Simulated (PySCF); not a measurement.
Isomers of H4NP. Method: PBE0-D3(BJ)/def2-SVP geometry optimisation, gas phase (PySCF). One conformer each; no zero-point energy, no entropy. No frequencies were run at this level. Point groups hold within 0.08 Å.

Question: Rank from lowest to highest electronic energy at this level (kJ/mol).
A. `[NH2:1][PH2:2]` with H–N1–P2–H 162° and -62°
B. `N=[PH3]`

Answer: A (0.0), B (133.8).

| SMILES | E (Eh) | E rel (kJ/mol) | dipole (D) | point group | A, B, C (MHz) |
| --- | --- | --- | --- | --- | --- |
| NP | -398.15321 | 0.0 | 1.70 | C1 | 93145, 13525, 13247 |
| N=[PH3] | -398.10226 | 133.8 | 2.75 | Cs | 91443, 15604, 15203 |

Q: How do the relative energies change in single points at KT3/pcSseg-2 (no added dispersion term) on the same geometries?

A: 
```
 SMILES  PBE0-D3(BJ)/def2-SVP (kJ/mol)  KT3/pcSseg-2 (kJ/mol)  shift
     NP                            0.0                    0.0    0.0
N=[PH3]                          133.8                   98.3  -35.5
```

Each column counts from its own lowest isomer. The order is unchanged; the largest shift is 35.5 kJ/mol.
